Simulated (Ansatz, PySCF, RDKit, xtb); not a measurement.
**Which structure has the formula CHFO?**

Task: start from the formula CHFO, draw up candidate structures, narrow them down in stages, and characterise the one that lies lowest at 600 K.

Plan: many cheap relaxations first (GFN2-xTB), then density-functional screening, relaxation at PBE0-D3(BJ)/def2-SVP, vibrations and a final energy. The numbers are computed, not measured.

7 further runs of the same task are left out: 7 set aside as unsound or not needed.

**1. Candidates**

A program enumerates the bonding patterns with one Lewis structure each (two rings at most, one unusual centre or charged pair), with their diastereomers. O–O, O–halogen and N–halogen bonds and N–N–N chains are not drawn. That gives 3 candidates.

```tsv
label	SMILES	spin
c033	O[C]F	triplet
c240	O[C]F	singlet
c281	O=CF	singlet
```

Candidates are built by distance geometry, with a force field where one applies, in up to four conformers (letters a to d). 10 starts with atoms placed at random are added, to find patterns that the rules miss.

**Question.** With final energies at CCSD(T)/def2-TZVPP, which structure will this search put lowest in free energy, and by what margin?

| quantity | value |
| --- | --- |
| lowest structure found | O=CF, singlet, Cs |
| next finalist | O[C]F, singlet, 43.1 kcal/mol higher in G |
| share at equilibrium, among the finalists | 100.0 % |
| harmonic wavenumbers, lowest and highest (PBE0-D3(BJ)/def2-SVP) | 691 and 3102 cm⁻¹ |
| rotational constants, same geometry | 3.08, 0.3962, 0.351 cm⁻¹ |
| dipole moment (PBE0/def2-TZVPD) | 2.10 D |
| HOMO energy (PBE0/def2-TZVPD) | -9.54 eV |
| LUMO energy (PBE0/def2-TZVPD) | -1.00 eV |
| HOMO–LUMO gap (PBE0/def2-TZVPD) | 8.54 eV |
| lowest excitation (TD-PBE0/def2-SVPD) | 6.00 eV (f = 0.002) |
| strongest of the states computed, same level | 9.48 eV (f = 0.142) |
| lowest triplet excitation, same level, Tamm-Dancoff | 5.32 eV |
| vertical ionisation energy | 12.45 eV |
| vertical electron affinity | -1.30 eV (unbound: the value depends on the basis) |
| vertical triplet less singlet | +5.26 eV |

The lowest structure found is `O=CF`. The margin of 43.1 kcal/mol over the next finalist is beyond the usual error of the last level; it says nothing of structures that weren't ranked. HF/STO-3G, r2SCAN-D4/def2-SVP, PBE0-D3(BJ)/def2-SVP, HF/def2-TZVPP and MP2/def2-TZVPP already put its bonding pattern lowest among the structures in one piece. Lowest found is not proven lowest: the search is finite, and each finalist counts with one conformer.
